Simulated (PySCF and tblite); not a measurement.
C4H6O, numbered as in [O:1]=[CH:2][CH:3]1[CH2:4][CH2:5]1. Geometries PBE0-D3(BJ)/def2-SVP; weights from B3LYP-D3(BJ)/def2-TZVP (IEF-PCM, chloroform) energies and GFN2-xTB thermal corrections, with symmetry numbers and mirror pairs. Conformers within 3 kcal/mol (GFN2-xTB free energy) were kept, 3 at most. GIAO shieldings: PBE0/pcSseg-1 (IEF-PCM, chloroform). Couplings: B3LYP/pcJ-1 (gas phase; spin-dipole term only for pairs with B, N, F, Si or P). Shifts are against TMS (¹H), TMS (¹³C) at the same level. Codes: tblite and PySCF.

Torsions listed: O1–C2–C3–C4.

Two conformers hold nearly all the population. I: -148°; δ(H2) = 8.45 ppm. II: 34°; δ(H2) = 10.18 ppm. The average over the ensemble at 298.15 K is 8.88 ppm.

Task: What populations and free-energy difference follow from a two-state model?

Result: p(I) = (8.88 − 10.18)/(8.45 − 10.18) = 0.75, so K = p(II)/p(I) = 0.33 and G(II) − G(I) = −RT ln K = 0.66 kcal/mol. The weights computed directly are 75.3 % and 24.7 %.
